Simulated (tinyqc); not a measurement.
Worked calculation: CIS on RHF in the sto-6g basis, for H2O, spin multiplicity 1. One step of it, computed by the program tinyqc.

Task: CIS matrix, singlets. A(ia,jb) = (e_a - e_i) d_ij d_ab + 2 (ia|jb) - (ij|ab).

orbital energies (hartree): MO1 -20.492440, MO2 -1.281357, MO3 -0.644131, MO4 -0.447022, MO5 -0.394354, MO6 0.606626, MO7 0.783545

Two-electron integrals over orbitals (pq|rs), unique and non-zero (hartree):
```
(11|11) 4.761152    (21|11) -0.425730   (21|21) 0.061689    (22|11) 1.017972
(22|21) -0.013861   (22|22) 0.730984    (31|11) 0.012456    (31|21) -0.001470
(31|22) 0.001511    (31|31) 0.011264    (32|11) -0.003894   (32|21) 0.000830
(32|22) 0.007507    (32|31) 0.017805    (32|32) 0.146736    (33|11) 0.806499
(33|21) -0.004170   (33|22) 0.649245    (33|31) -0.000593   (33|32) -0.004175
(33|33) 0.640233    (41|11) 0.183441    (41|21) -0.023402   (41|22) 0.016223
(41|31) 0.000991    (41|32) 0.000076    (41|33) 0.005959    (41|41) 0.029533
(42|11) -0.124226   (42|21) 0.009598    (42|22) 0.007324    (42|31) -0.000033
(42|32) 0.000731    (42|33) 0.006797    (42|41) 0.019838    (42|42) 0.124500
(43|11) 0.012662    (43|21) -0.000542   (43|22) 0.004379    (43|31) -0.003278
(43|32) 0.018802    (43|33) 0.001824    (43|41) -0.000727   (43|42) -0.005085
(43|43) 0.045568    (44|11) 1.022483    (44|21) -0.013732   (44|22) 0.685102
(44|31) 0.000025    (44|32) -0.003706   (44|33) 0.607068    (44|41) -0.012290
(44|42) -0.104926   (44|43) 0.007714    (44|44) 0.804041    (51|51) 0.026731
(52|51) 0.032319    (52|52) 0.144826    (53|51) -0.000923   (53|52) -0.003049
(53|53) 0.029308    (54|51) -0.012979   (54|52) -0.044920   (54|53) 0.001815
(54|54) 0.055907    (55|11) 1.117077    (55|21) -0.011201   (55|22) 0.749707
(55|31) 0.000310    (55|32) -0.001651   (55|33) 0.633609    (55|41) 0.004507
(55|42) -0.063667   (55|43) 0.006967    (55|44) 0.739127    (55|55) 0.880663
(61|11) -0.261146   (61|21) 0.040435    (61|22) -0.002538   (61|31) -0.003052
(61|32) -0.002795   (61|33) -0.000024   (61|41) -0.002441   (61|42) 0.019993
(61|43) -0.000182   (61|44) -0.018837   (61|55) -0.006141   (61|61) 0.035105
(62|11) 0.321420    (62|21) -0.008024   (62|22) 0.142274    (62|31) -0.001481
(62|32) -0.008573   (62|33) 0.074958    (62|41) 0.018591    (62|42) 0.020960
(62|43) 0.004992    (62|44) 0.096496    (62|55) 0.160074    (62|61) 0.004791
(62|62) 0.101498    (63|11) -0.057670   (63|21) 0.001214    (63|22) -0.026049
(63|31) 0.003042    (63|32) -0.043515   (63|33) -0.014618   (63|41) -0.000265
(63|42) 0.009918    (63|43) -0.028082   (63|44) -0.023986   (63|55) -0.031129
(63|61) 0.000270    (63|62) -0.016120   (63|63) 0.076547    (64|11) 0.198319
(64|21) -0.000973   (64|22) 0.090967    (64|31) 0.001358    (64|32) 0.010639
(64|33) 0.040020    (64|41) 0.003520    (64|42) -0.020585   (64|43) 0.003001
(64|44) 0.112015    (64|55) 0.105989    (64|61) 0.001265    (64|62) 0.060265
(64|63) -0.018939   (64|64) 0.061500    (65|51) 0.016408    (65|52) 0.060650
(65|53) -0.004880   (65|54) -0.002754   (65|65) 0.039212    (66|11) 0.804842
(66|21) -0.007667   (66|22) 0.611518    (66|31) -0.002154   (66|32) -0.027128
(66|33) 0.575225    (66|41) 0.021489    (66|42) 0.060086    (66|43) -0.013276
(66|44) 0.549936    (66|55) 0.587552    (66|61) 0.007152    (66|62) 0.092901
(66|63) 0.011267    (66|64) 0.039356    (66|66) 0.604737    (71|11) -0.044497
(71|21) 0.007235    (71|22) 0.000567    (71|31) 0.015808    (71|32) 0.023583
(71|33) -0.001209   (71|41) -0.000973   (71|42) 0.002529    (71|43) -0.004997
(71|44) -0.002772   (71|55) -0.001005   (71|61) 0.002501    (71|62) -0.002281
(71|63) 0.004113    (71|64) 0.001970    (71|66) -0.002921   (71|71) 0.023724
(72|11) 0.058930    (72|21) -0.001271   (72|22) 0.025730    (72|31) 0.013810
(72|32) 0.038906    (72|33) 0.010343    (72|41) 0.002457    (72|42) -0.000919
(72|43) -0.031730   (72|44) 0.020083    (72|55) 0.028542    (72|61) -0.002354
(72|62) 0.008163    (72|63) 0.032848    (72|64) 0.012102    (72|66) 0.016644
(72|71) 0.018470    (72|72) 0.062824    (73|11) 0.360514    (73|21) -0.007271
(73|22) 0.137297    (73|31) 0.000093    (73|32) -0.010450   (73|33) 0.091832
(73|41) -0.001068   (73|42) -0.070962   (73|43) 0.001963    (73|44) 0.164605
(73|55) 0.186666    (73|61) -0.006689   (73|62) 0.076753    (73|63) -0.012684
(73|64) 0.068218    (73|66) 0.040334    (73|71) -0.001100   (73|72) 0.018394
(73|73) 0.147493    (74|11) 0.018077    (74|21) -0.000123   (74|22) 0.004974
(74|31) -0.009357   (74|32) -0.073835   (74|33) 0.006990    (74|41) 0.000855
(74|42) 0.000835    (74|43) 0.005915    (74|44) 0.010539    (74|55) 0.009119
(74|61) 0.002376    (74|62) 0.010624    (74|63) 0.040966    (74|64) -0.003906
(74|66) 0.020618    (74|71) -0.012915   (74|72) -0.015478   (74|73) 0.013351
(74|74) 0.064826    (75|51) 0.002755    (75|52) 0.010316    (75|53) 0.023279
(75|54) -0.001393   (75|65) 0.002437    (75|75) 0.025034    (76|11) -0.006233
(76|21) 0.000312    (76|22) 0.004443    (76|31) 0.009533    (76|32) 0.098847
(76|33) -0.008108   (76|41) 0.002646    (76|42) 0.009851    (76|43) 0.042585
(76|44) -0.010432   (76|55) -0.003720   (76|61) -0.000051   (76|62) 0.002836
(76|63) -0.064519   (76|64) 0.010745    (76|66) -0.027717   (76|71) 0.012868
(76|72) -0.008222   (76|73) -0.017309   (76|74) -0.053376   (76|76) 0.112205
(77|11) 0.884634    (77|21) -0.009491   (77|22) 0.630838    (77|31) 0.003408
(77|32) 0.030960    (77|33) 0.614783    (77|41) 0.004091    (77|42) -0.013505
(77|43) 0.014299    (77|44) 0.615608    (77|55) 0.630778    (77|61) -0.006045
(77|62) 0.071276    (77|63) -0.035076   (77|64) 0.042108    (77|66) 0.560376
(77|71) 0.003255    (77|72) 0.011419    (77|73) 0.092649    (77|74) -0.013586
(77|76) 0.025852    (77|77) 0.634161
```

Give: CIS matrix A, singlet.

Result:

CIS matrix A, singlet (hartree):
```
         1>6      1>7      2>6      2>7      3>6      3>7      4>6      4>7
1>6  20.3644   0.0112   0.0172  -0.0050   0.0027  -0.0229  -0.0190   0.0021
1>7   0.0112  20.4388  -0.0049   0.0464  -0.0013  -0.0056   0.0013  -0.0299
2>6   0.0172  -0.0049   1.4795   0.0119  -0.0051   0.0547   0.0604   0.0114
2>7  -0.0050   0.0464   0.0119   1.5597  -0.0332   0.0058   0.0144  -0.0175
3>6   0.0027  -0.0013  -0.0051  -0.0332   0.8286  -0.0173  -0.0246   0.0393
3>7  -0.0229  -0.0056   0.0547   0.0058  -0.0173   1.1079   0.0939   0.0124
4>6  -0.0190   0.0013   0.0604   0.0144  -0.0246   0.0939   0.6267   0.0026
4>7   0.0021  -0.0299   0.0114  -0.0175   0.0393   0.0124   0.0026   0.7446
5>6   0.0000   0.0000   0.0000   0.0000   0.0000   0.0000   0.0000   0.0000
5>7   0.0000   0.0000   0.0000   0.0000   0.0000   0.0000   0.0000   0.0000

        5>6     5>7
1>6  0.0000  0.0000
1>7  0.0000  0.0000
2>6  0.0000  0.0000
2>7  0.0000  0.0000
3>6  0.0000  0.0000
3>7  0.0000  0.0000
4>6  0.0000  0.0000
4>7  0.0000  0.0000
5>6  0.4919  0.0086
5>7  0.0086  0.5972
```
